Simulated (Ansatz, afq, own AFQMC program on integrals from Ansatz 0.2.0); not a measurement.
# Al, doublet in aug-cc-pVTZ, levels against full CI

A free Al atom.

Basis aug-cc-pVTZ. Only valence electrons are correlated. Ansatz 0.2.0 and our own AFQMC program on the same integrals; the CISD trial comes from CCSD amplitudes, and released means the phaseless constraint is let go. Free projection: walkers drawn from exp(T), propagated without any constraint. Its projection time is finite, and what remains of the start isn't in its error. Uncertainties: one standard error, sampling alone.

Determinant: UHF, the one that the program's search chose, which needn't be the lowest solution.

Full CI on the same integrals is exact in this basis and with this determinant's frozen core.

```
T1 diagnostic                               : 0.0188
weight of the determinant in the CISD state : 0.931
⟨S²⟩ of the determinant                     : 0.770
size of the correlated space                : 3 electrons in 45 orbitals
```

```tsv
level	correlation energy (eV)
MP2	-0.9823
CCSD	-1.3918
CCSD(T)	-1.4239
```

Question: Estimate where AFQMC with the constraint released lies against CCSD(T) on the same integrals.

Answer: 10.9 ± 0.4 meV below CCSD(T).

Reference: full CI, correlation energy -1.437 eV. The released energy is read at 1.50 1/Eh (meV from the phaseless value at times in 1/Eh: 0.3 ± 0.9 at 0.24, -2.2 ± 1.3 at 0.50, -1.5 ± 0.9 at 1.00, -1.8 ± 0.4 at 1.50).

| level | E − E(reference) (meV) | share of correlation (%) |
| --- | --- | --- |
| CCSD(T) | 13.4 | 99.07 |
| ph-AFQMC/HF | 68.8 ± 11.2 | 95.22 |
| ph-AFQMC/CISD | 4.2 ± 0.8 | 99.70 |
| released AFQMC | 2.5 ± 0.4 | 99.83 |
| free AFQMC | 0.3 ± 0.3 | 99.98 |

Free projections are given only where their last times agree within the noise and don't stop above the reference; a slow remainder of the start can still hide under it. A walk keeps the symmetry of its determinant, which the program's search chose and which needn't be the lowest solution, so a lower state of the same spin and another symmetry isn't excluded. Released energies are given only where the last usable release times agree within the noise; a slower fall can still hide under it.
